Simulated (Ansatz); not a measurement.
in.yaml

```yaml
crystal:
  periodic: [false, false, false]
  atoms:
    - {symbol: B, position_ang: [0.000000, -0.044795, 1.573988]}
    - {symbol: Al, position_ang: [0.000000, -0.044795, -0.505340]}
    - {symbol: H, position_ang: [0.000000, -1.456122, -1.225847]}
    - {symbol: H, position_ang: [0.000000, 3.135712, -2.129044]}
basis:
  gaussian: {orbitals: "6-31++G**"}
magnetization: {spin_polarized: true, initial_magnetization: 8}
correlation: {method: bccd_t, electrons: outside_noble_gas}
scf: {lower_state_search: off}
output: {forces: true}
```

```sh
$ ansatz run in.yaml --threads 1 --pin off --events-out ev --progress --plain --max-ram 2393MiB
```

(1) What does the program do with this input?

Answers

(1) Converged. The settings were drawn as a stress test.
```
these checks for a lower state are left out or cut short: starts, cluster_reference, orbital_swaps, neighbouring_geometries, increment
456 factors; integrals over basis functions are off by at most 1.4e-3 eV
mean field evaluation 1: about -7268.9796 eV, gradient 9.3e0 eV
mean field evaluation 2: about -7269.0666 eV, gradient 9.3e0 eV
mean field evaluation 4: about -7270.1897 eV, gradient 5.4e-1 eV
mean field evaluation 8: about -7270.1933 eV, gradient 4.2e-2 eV
mean field -7270.19336988 eV, -267.1746784290 hartree, gradient 6.0e-6 eV, S^2 20.000017; 0 other end points of the search recorded, 0 dependent functions left out
6 core orbitals not correlated: weight in the atoms' cores, before any rotation towards them, 1.000 or more for the frozen orbitals, at most 0.000 for the correlated occupied ones
reference -7270.19336988 eV, -267.1746784290 hartree; 8, 0 occupied and 40, 48 virtual orbitals, 456 factors
second order -0.74716049 eV of doubles, -0.00000000 eV of singles
cycle   1  -0.93219055 eV  change   -1.9e-1 eV  update   3.5e-2
cycle   2  -1.00711101 eV  change   -7.5e-2 eV  update   1.4e-2
cycle   3  -1.00576974 eV  change    1.3e-3 eV  update   3.3e-3
cycle   4  -1.00608787 eV  change   -3.2e-4 eV  update   6.7e-4
cycle   5  -1.00590381 eV  change    1.8e-4 eV  update   1.8e-4
cycle   6  -1.00597202 eV  change   -6.8e-5 eV  update   5.5e-5
cycle   7  -1.00596984 eV  change    2.2e-6 eV  update   1.8e-5
cycle   8  -1.00596407 eV  change    5.8e-6 eV  update   5.8e-6
cycle   9  -1.00596654 eV  change   -2.5e-6 eV  update   1.8e-6
cycle  10  -1.00596611 eV  change    4.3e-7 eV  update   6.2e-7
perturbative correction -0.01289477 eV, -0.0004738739 hartree
the calculation of the forces begins
mean field evaluation 16: about -7270.1934 eV, gradient 6.0e-6 eV
Total energy: -7271.21223075 eV, -267.2121208756 hartree
Atom 0 at     0.000000    -0.044795     1.573988 Å, force    -0.000000    -0.245418     2.106865 eV/Å
Atom 1 at     0.000000    -0.044795    -0.505340 Å, force    -0.000000     3.875407    -0.551769 eV/Å
Atom 2 at     0.000000    -1.456122    -1.225847 Å, force     0.000000    -3.739478    -1.514042 eV/Å
Atom 3 at     0.000000     3.135712    -2.129044 Å, force    -0.000000     0.109490    -0.041054 eV/Å
Dipole moment:    -0.000000    -0.446633    -0.710142 e Å
Checks for a lower state left out: starts, cluster_reference, orbital_swaps, neighbouring_geometries, increment
```
